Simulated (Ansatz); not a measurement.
# H2S, singlet: the ladder up to full CI

Geometry: a PBE0/def2-TZVP stationary point for this spin, not checked as a minimum.

```xyz
3

S     0.0000   -0.0550    0.0000
H     0.0000    0.8742   -0.9672
H     0.0000    0.8742    0.9672
```

Basis 6-31G; Ansatz 0.2.0. Correlated methods freeze the noble-gas cores, which leaves 8 electrons in 12 orbitals. R marks a restricted (for open shells ROHF) determinant. Active spaces: pair = (2e, 2o) about the gap; valence = (8e, 6o) chosen from the atoms' valence shells.

Full CI is exact within this basis and frozen core; it isn't the basis-set limit.

- UHF ⟨S²⟩: 0.000
- T1 diagnostic (RCCSD): 0.0061
- largest doubles amplitude (RCCSD): 0.062

```csv
level,E − E(RHF) (eV)
RMP2,-1.5857
RCCSD,-2.0049
RCCSD(T),-2.0212
```

Q: Estimate how far full CI in 6-31G lies from RCCSD(T). The table doesn't fix it; the size of (T) and the diagnostics are the guide.

A: Full CI in 6-31G lies 5 meV below RCCSD(T), which is 32 % of the (T) step (-16 meV). The diagnostics give no warning, yet the rest is a sizeable part of (T).

The other levels:

```tsv
level	E − E(full CI) (meV)	share of correlation (%)	wall time
CISD	82	95.94	0.12 s
BCCD(T)	5	99.73	0.18 s
RCCSDT	2	99.91	–
CISDTQ	2	99.92	0.69 s
RCCSDT(Q)	0	99.99	0.39 s
RCCSDTQ	0	100.00	1.2 s
CASSCF (pair space)	1525	24.74	–
NEVPT2 (pair space)	324	84.02	0.21 s
MRCISD (pair space)	49	97.58	–
MRCISD+Q (pair space)	0	100.01	0.3 s
CASSCF (valence space)	929	54.14	–
NEVPT2 (valence space)	238	88.27	0.18 s
MRCISD (valence space)	25	98.75	–
MRCISD+Q (valence space)	8	99.59	0.51 s
```

The correlation energy at full CI, counted from RHF, is -2.027 eV. That run took 0.85 s on 1 thread of Arm Neoverse V1, shared host over 61,441 determinants.

Times hold each run's SCF and search for its determinant on a shared host, so for small cases they say little of a method's own cost; they ran on 1 thread of Arm Neoverse V1.

The full-CI state has the irrep A1 of C2v, in the program's axes.

Natural occupations of full CI about the gap: 1.989 1.985 1.967 1.963 0.036 0.028 0.012 0.009 0.004 0.004; effectively unpaired electrons, Σ n²(2−n)², 0.02.
